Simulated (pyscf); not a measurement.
**Four-centre exchange: HO–Zn–Cl + H₂Se → Cl–Zn–O–SeH + H₂**

Gas phase, singlet surface, charge 0. Bonds broken: O1–H6, H4–Se5. Bonds formed: O1–Se5, H4–H6. Single points on ωB97X-D3(BJ)/def2-SVP structures (PySCF, gas phase).

Transition state (Å):

```xyz
7

O     -1.7036     0.3986    -0.1293
Zn    -1.8934    -1.6384    -0.1672
Cl    -2.7545    -3.3101     0.8108
H     -0.4665     1.8707    -0.9234
Se    -0.6151    -0.0379    -1.5683
H     -1.3583     1.4167    -0.1121
H      0.6934    -0.2467    -0.9268
```

One imaginary mode, 1184i cm⁻¹; descent along it reached the two sides named, in the forms told below.

```json
[
 {"bond": "O1–H6", "change": "breaks", "reactant side (Å)": "0.961", "saddle": "1.075", "product side": "2.308"},
 {"bond": "H4–Se5", "change": "breaks", "reactant side (Å)": "1.470", "saddle": "2.020", "product side": "3.8"},
 {"bond": "O1–Se5", "change": "forms", "reactant side (Å)": "3.4", "saddle": "1.856", "product side": "1.808"},
 {"bond": "H4–H6", "change": "forms", "reactant side (Å)": "4.2", "saddle": "1.288", "product side": "0.763"}
]
```

Electronic energies relative to the separated reactants (eV):

```csv
level,barrier,reaction energy,reverse barrier
ωB97X-D3(BJ)/def2-TZVP,3.35,+1.27,2.09
PBE/def2-TZVP,2.86,+1.29,1.57
r²SCAN/def2-TZVP,3.09,+1.32,1.77
B3LYP-D3(BJ)/def2-TZVP,3.21,+1.30,1.91
PBE0-D3(BJ)/def2-TZVP,3.14,+1.38,1.75
M06-2X/def2-TZVP,3.34,+1.31,2.04
ωB97M-D3(BJ)/def2-TZVP,3.47,+1.42,2.06
HF/def2-TZVP,4.57,+1.62,2.96
```

With ωB97M-D3(BJ)/def2-TZVP energies and thermal terms (ideal gas, 1 atm, RRHO with modes under 100 cm⁻¹ raised to 100, one conformer, R ln 2 for chiral ones without a mode under 150 cm⁻¹), in eV:

```tsv
T (K)	ΔH‡	ΔG‡	ΔH	ΔG
298	3.37	3.85	+1.31	+1.40
600	3.38	4.34	+1.35	+1.48
900	3.42	4.81	+1.39	+1.54
1200	3.45	5.26	+1.42	+1.58
```

On the reactant side the descent ends in an adduct with a Se–Zn contact (not fully relaxed), 0.58 eV under the separated species and 3.93 eV under the saddle at ωB97X-D3(BJ)/def2-TZVP. The same reactants have a lower exit, to HO–Zn–SeH + HCl (barrier +0.36 eV at ωB97M-D3(BJ)/def2-TZVP, against +3.47 eV here). This is the saddle that the search found; another between the same sides may lie lower. Elements up to Kr have no core potential and no relativistic terms here.
